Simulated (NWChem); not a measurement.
methanol (CH₄O); SMILES CO

```xyz
6

C     -0.0086    -0.6534     0.0000
O     -0.0886     0.7534     0.0000
H      0.4988    -1.0431    -0.8912
H     -1.0313    -1.0315     0.0000
H      0.4988    -1.0431     0.8912
H      0.8025     1.1082     0.0000
```
Atoms are numbered in this order, from 1.

Program: NWChem. Geometry optimised at PBE0-D3(BJ)/def2-TZVP; all other runs use it. Pople sets run with spherical d functions. Vzz has the sign of the potential's second derivative.

```csv
quantity,level,value
"charge (e), ESP C1",Hartree-Fock/6-31G*,0.36
Vzz O2 (a.u.),B3LYP/def2-SVP,-1.949
"vertical, lowest state with f > 0.02, singlet (eV)","B3LYP/def2-SVPD, TDA",7.82
dipole in solution (D) in water,"M06-2X/def2-SVP, SMD",2.15
isotropic polarisability (bohr³) at 589 nm,PBE0/Sadlej pVTZ,21.7
dipole (D),PBE0-D3(BJ)/def2-TZVP,1.67
highest harmonic frequency (cm⁻¹),PBE0-D3(BJ)/def2-TZVP,3881
```
